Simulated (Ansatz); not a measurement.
Energy needed to pull apart SiH₂SO (SMILES O[SiH]=S), closed shell, into free ground-state atoms, from the structure below (at a frame of a short PBE0-D4/def2-SVP trajectory); no zero-point or spin–orbit terms; open-shell atoms are treated unrestricted, in their ground-state multiplicity.

```tsv
atom	x (Å)	y (Å)	z (Å)
O1	-0.4582	-0.0794	-1.0564
Si2	0.2504	0.1536	0.3739
S3	1.4914	1.5995	0.7588
H4	-1.1295	-0.7165	-1.3171
H5	-0.1743	-1.0145	1.2175
```

Ansatz 0.2.0; basis: def2-TZVPP; cores frozen in the correlated methods.

| method | atomization energy (eV) |
| --- | --- |
| PBE-D4 | ? |
| r2SCAN-D4 | 17.85 |
| PBE0-D4 | 17.53 |
| wB97M-V | 17.86 |
| HF | 12.05 |
| MP2 | 17.67 |
| CCSD | ? |
| CCSD(T) | 17.13 |

Question: What does CCSD give? (To be estimated.)

Answer: The calculation gives: 16.74 eV, which is about 0.39 eV less than CCSD(T)/def2-TZVPP.

Question: What does PBE-D4 give? (An estimate is asked for; the value comes from the calculation.)

Answer: By the calculation: 18.03 eV, which is about 0.90 eV more than CCSD(T)/def2-TZVPP.

In triple zeta the MP2 and coupled-cluster atomization energies are still short of their basis limit by a few kcal/mol a bond, whereas those of the functionals are nearly converged, so these differences are not deviations from converged CCSD(T).

The T1 diagnostic stays at or below 0.016.

For scale, one of the runs: CCSD(T)/def2-TZVPP forces, 143 basis functions, launched by `ansatz run in.yaml --threads 2 --pin off --events-out ev --progress --plain --max-ram 3481MiB`. The run took 53 s on 2 CPU threads of an Arm Neoverse V2 (shared host), with 1.3 GiB of host memory at its peak.
